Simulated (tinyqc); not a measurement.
UHF in the sto-6g basis, for CH, spin multiplicity 4, step by step (part 2 of 2). Computed by tinyqc, a small Python program that keeps every step (integrals from PySCF). Command: `OMP_NUM_THREADS=1 python tinyqc.py 23179 23180 out.jsonl` (the two numbers bound the seeds that draw the settings). One thread of a shared host (Intel(R) Xeon(R) Processor @ 2.60GHz), about 0.2 s of CPU time with the checks.

Geometry (angstrom):
```
atom,x,y,z
C,0.0000,0.0000,0.0000
H,0.0000,0.0000,1.3070
```

## Iteration 10 (converged): orbitals

converged F(alpha) (hartree), lower triangle:
```
,1C 1s,1C 2s,1C 2px,1C 2py,1C 2pz,2H 1s
1C 1s,-11.1010
1C 2s,-2.8738,-1.5019
1C 2px,0.0000,0.0000,-0.3565
1C 2py,0.0000,0.0000,0.0000,-0.3565
1C 2pz,0.0005,0.0573,0.0000,0.0000,-0.2229
2H 1s,-0.4711,-0.5424,0.0000,0.0000,-0.3970,-0.3584
```

converged F(beta) (hartree), lower triangle:
```
,1C 1s,1C 2s,1C 2px,1C 2py,1C 2pz,2H 1s
1C 1s,-11.0184
1C 2s,-2.8005,-0.9235
1C 2px,0.0000,0.0000,0.4310
1C 2py,0.0000,0.0000,0.0000,0.4310
1C 2pz,-0.0012,-0.2373,0.0000,0.0000,0.2365
2H 1s,-0.4547,-0.5076,0.0000,0.0000,-0.3060,-0.2576
```

X:
```
,1,2,3,4,5,6
1C 1s,0.2810,0.7669,0.0000,0.0000,0.5943,0.2163
1C 2s,-0.8060,-0.5212,0.0000,0.0000,0.4110,0.4308
1C 2px,0.0000,0.0000,0.7711,0.6367,0.0000,0.0000
1C 2py,0.0000,0.0000,-0.6367,0.7711,0.0000,0.0000
1C 2pz,-0.7045,0.5425,0.0000,0.0000,-0.5453,0.3508
2H 1s,1.0133,-0.2500,0.0000,0.0000,-0.2171,0.5266
```

Diagonalise F' = X^T F X, C = X C', fill 5 alpha and 2 beta electrons from the bottom; D(s) = C_occ C_occ^T. Each column has its largest component positive (the first on a tie).

F' = X^T F X (alpha) (hartree), lower triangle:
```
,1,2,3,4,5,6
1,0.2204
2,-1.0981,-4.6128
3,0.0000,0.0000,-0.3565
4,0.0000,0.0000,0.0000,-0.3565
5,-0.7272,-4.5430,0.0000,0.0000,-5.5640
6,-0.3432,-2.1581,0.0000,0.0000,-2.6538,-1.9434
```

orbital energies (alpha) (hartree): MO1 -11.1042, MO2 -0.8365, MO3 -0.4479, MO4 -0.3565, MO5 -0.3565, MO6 0.4887

coefficients C (alpha):
```
,MO1,MO2,MO3,MO4,MO5,MO6
1C 1s,0.9953,-0.2520,0.0602,0.0000,0.0000,0.0973
1C 2s,0.0193,0.9345,-0.3254,0.0000,0.0000,-0.5443
1C 2px,0.0000,0.0000,0.0000,0.9622,-0.2723,0.0000
1C 2py,0.0000,0.0000,0.0000,0.2723,0.9622,0.0000
1C 2pz,0.0012,-0.0622,0.6507,0.0000,0.0000,-0.8854
2H 1s,-0.0038,0.2071,0.5709,0.0000,0.0000,1.0222
```

F' = X^T F X (beta) (hartree), lower triangle:
```
,1,2,3,4,5,6
1,0.3895
2,-1.0068,-4.1809
3,0.0000,0.0000,0.4310
4,0.0000,0.0000,0.0000,0.4310
5,-0.8275,-4.9116,0.0000,0.0000,-5.1156
6,-0.4248,-2.1893,0.0000,0.0000,-2.6127,-1.7702
```

orbital energies (beta) (hartree): MO1 -11.0199, MO2 -0.5216, MO3 0.2120, MO4 0.4310, MO5 0.4310, MO6 0.6522

coefficients C (beta):
```
,MO1,MO2,MO3,MO4,MO5,MO6
1C 1s,0.9969,-0.1731,-0.1972,0.0000,0.0000,-0.0672
1C 2s,0.0129,0.5949,0.8667,0.0000,0.0000,0.4130
1C 2px,0.0000,0.0000,0.0000,0.4820,0.8762,0.0000
1C 2py,0.0000,0.0000,0.0000,0.8762,-0.4820,0.0000
1C 2pz,0.0014,0.2576,-0.4043,0.0000,0.0000,0.9906
2H 1s,-0.0029,0.5207,-0.5551,0.0000,0.0000,-0.9135
```

D(alpha) after iteration 10, lower triangle:
```
,1C 1s,1C 2s,1C 2px,1C 2py,1C 2pz,2H 1s
1C 1s,1.0577
1C 2s,-0.2358,0.9796
1C 2px,0.0000,0.0000,1.0000
1C 2py,0.0000,0.0000,0.0000,1.0000
1C 2pz,0.0560,-0.2698,0.0000,0.0000,0.4273
2H 1s,-0.0216,0.0077,0.0000,0.0000,0.3586,0.3688
```

D(beta) after iteration 10, lower triangle:
```
,1C 1s,1C 2s,1C 2px,1C 2py,1C 2pz,2H 1s
1C 1s,1.0238
1C 2s,-0.0901,0.3541
1C 2px,0.0000,0.0000,0.0000
1C 2py,0.0000,0.0000,0.0000,0.0000
1C 2pz,-0.0432,0.1533,0.0000,0.0000,0.0664
2H 1s,-0.0930,0.3097,0.0000,0.0000,0.1341,0.2711
```

Within a degenerate level the vectors are fixed only up to a rotation; this is one choice.

## Convergence

Stop when the energy changes by less than 1e-10 hartree and every element of the error matrix X^T (F D S - S D F) X (for each spin) is below 3e-06.

Course of the cycle:
```
iteration,E (hartree),change,largest element of the error matrix
1,-38.802561,-,2.52e-01
2,-38.106661,6.96e-01,1.04e-01
3,-38.126204,-1.95e-02,4.13e-02
4,-38.133805,-7.60e-03,1.59e-02
5,-38.136787,-2.98e-03,8.17e-03
6,-38.137534,-7.47e-04,2.85e-03
7,-38.137697,-1.63e-04,2.71e-04
8,-38.137697,-3.96e-07,1.88e-05
9,-38.137697,-1.40e-09,2.76e-06
10,-38.137697,-3.58e-11,3.69e-07
```

PySCF UHF in the same basis, after a stability check = -38.137697 hartree

Converged in 10 iterations.

## Populations, bond orders and dipole

overlap S, lower triangle:
```
,1C 1s,1C 2s,1C 2px,1C 2py,1C 2pz,2H 1s
1C 1s,1.0000
1C 2s,0.2432,1.0000
1C 2px,0.0000,0.0000,1.0000
1C 2py,0.0000,0.0000,0.0000,1.0000
1C 2pz,0.0000,0.0000,0.0000,0.0000,1.0000
2H 1s,0.0393,0.3747,0.0000,0.0000,0.3865,1.0000
```

Mulliken: Z minus the diagonal of D S on the atom; Loewdin: the same with S^(1/2) D S^(1/2); Mayer order: 2 sum_s sum (D(s) S)_ij (D(s) S)_ji over the two atoms.

Charges (e):
```
atom,Mulliken,Loewdin,Mulliken spin
1C,-0.0552,-0.0417,2.9259
2H,0.0552,0.0417,0.0741
```

Mayer bond orders:
```
pair,order
2-1,0.9915
```

dipole moment about the origin, x y z (debye): 0.0000  0.0000  0.1105

<S^2> of the determinant (pure state: 3.75) = 3.7517
